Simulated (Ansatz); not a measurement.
We consider SrTaNO₂ (I4/mcm, No. 140; cell taken from a computed entry), described by PBEsol in Ansatz (PAW).

Numerical settings: plane-wave cutoff 520 eV, 8×8×8 k mesh, Fermi–Dirac smearing 0.01 eV, scalar-relativistic PAW data made under PBE.

Cell (relaxed with PBEsol):

SrTaNO2 is taken in the tetragonal space group I4/mcm (No. 140), Pearson symbol tI20. Cell: a = b = 5.5854 Å, c = 8.1927 Å, α = β = γ = 90.00°. Sr on 4b is coordinated by 4 O at 2.577 Å and 4 O at 3.144 Å and 4 N at 2.793 Å. Ta on 4c is surrounded by 4 O at 2.017 Å and 2 N at 2.048 Å (octahedral). N on 4a has 2 Ta at 2.048 Å and 4 Sr at 2.793 Å (octahedral). O on 8h has 2 Ta at 2.017 Å and 2 Sr at 2.577 Å and 2 Sr at 3.144 Å. (Neighbours: up to the widest gap in distance over summed covalent radii, below 1.35, at either atom; cation-cation and far metal-metal contacts left out.)
(The calculation used a cell of 10 atoms; values per cell refer to that cell.)

Problem. What does this level give for the band gap?

Solution. 
- band gap = 0.82 eV

Note: this cell isn't known to be the ambient phase, and symmetry holds it in the calculation.

Spin–orbit coupling is not included.

The computed numbers hold no vibrational or temperature effects.

Cost on a shared machine: roughly 80 core-seconds.

Ansatz is an electronic-structure program.
